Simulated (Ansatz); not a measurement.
# FO (charge -1): ladder of basis sets

How does the energy of FO (charge -1) converge with the basis? A script is to give a ladder of basis sets; the system is FO (charge -1).

Computed with the Python package of Ansatz 0.2.0. The levels of theory stand in the script.

**1. The structure**

Bond lengths: O1–F2 1.315 Å.

No structure file is read: the coordinates are typed or built in the script.

**2. The script**

Contents of run_basis.py:

```python
# -*- coding: utf-8 -*-
"""How the energy of FO(-) converges with the basis."""

import warnings

import ansatz as az
from ase import Atoms

warnings.simplefilter("ignore", az.DeckWarning)

atoms = Atoms(["O", "F"], positions=[
    (0.0, 0.0, 0.0),
    (0.0, 0.0, 1.315),
])
system = az.Crystal.molecule_from_ase(atoms)

calc = system.calculation().correlation("mp2").charge(-1)

energies = {}
for basis in ["cc-pVDZ", "cc-pVTZ", "cc-pVQZ"]:
    summary = calc.basis(gaussian=basis).run(threads=1, backend="cpu").report
    size = summary["n_frozen"] + summary["n_occupied"][0] + summary["n_virtual"][0]
    energies[basis] = (summary["reference_energy_ev"] / 27.211386246, summary["free_energy_ev"] / 27.211386246)
    print(f"{basis:14s} {size:4d} orbitals  reference {energies[basis][0]:14.6f} Ha  total {energies[basis][1]:14.6f} Ha")

# two-point extrapolation: the basis-set error of the correlation energy falls as X^-3
small, large = (energies[b][1] - energies[b][0] for b in ("cc-pVTZ", "cc-pVQZ"))
limit = (4 ** 3 * large - 3 ** 3 * small) / (4 ** 3 - 3 ** 3)
print(f"correlation energy: {small:.6f} and {large:.6f} Ha, extrapolated {limit:.6f} Ha")
print(f"share caught by the larger set: {100 * large / limit:.1f} %")
```

**3. Launch**

Run with:

```console
python run_basis.py
```

The log of the run:

```text
cc-pVDZ          28 orbitals  reference    -174.120578 Ha  total    -174.480829 Ha
cc-pVTZ          60 orbitals  reference    -174.190107 Ha  total    -174.680385 Ha
cc-pVQZ         110 orbitals  reference    -174.210605 Ha  total    -174.750386 Ha
correlation energy: -0.490277 and -0.539780 Ha, extrapolated -0.575904 Ha
share caught by the larger set: 93.7 %
```

Wall time 1.9 s (1 thread of Arm Neoverse V1, shared host); peak memory 0.21 GiB.

Lines on the test bed's own set-up are left out of the output.

A comment line of the script is reworded here; the code is as run.

**4. The runs side by side**

From the records of these 3 runs:

```
run    basis  energy (eV)  iterations in all  CPU time (s)
  1  cc-pVDZ   -4747.8652                 12          0.08
  2  cc-pVTZ   -4753.2954                 15          0.21
  3  cc-pVQZ   -4755.2002                 13             1
```

Correlation energies (total less mean field):

```
  basis  correlation (eV)  share of the last  miss against the last (eV)  CPU time (s)
cc-pVDZ            -9.803             66.7 %                      +4.885          0.08
cc-pVTZ           -13.341             90.8 %                      +1.347          0.21
cc-pVQZ           -14.688            100.0 %                      +0.000             1
```

**5. Outcome**

| quantity | value |
| --- | --- |
| extrapolated correlation energy | -0.575904 Ha |
| runs compared | 3 |
| correlation energy, last run | -14.688 eV |

In words: Against cc-pVDZ: cc-pVTZ -199.6 mHa and cc-pVQZ -269.6 mHa. The last step alone is -70.00 mHa. Caveats:
- The drop along the ladder measures the basis error, and is no property of the molecule.
- The geometry is a force-field or estimated start, not a minimum of this method, and the last set is no limit. Much of the fall in a total is atomic energy, which cancels in bond and reaction energies.
- Inner cores stay frozen, so this is valence correlation.
- The spin state was assumed, and another may lie lower.
- An extrapolation from small basis sets is rough.
- Anions want diffuse functions, which this basis lacks.
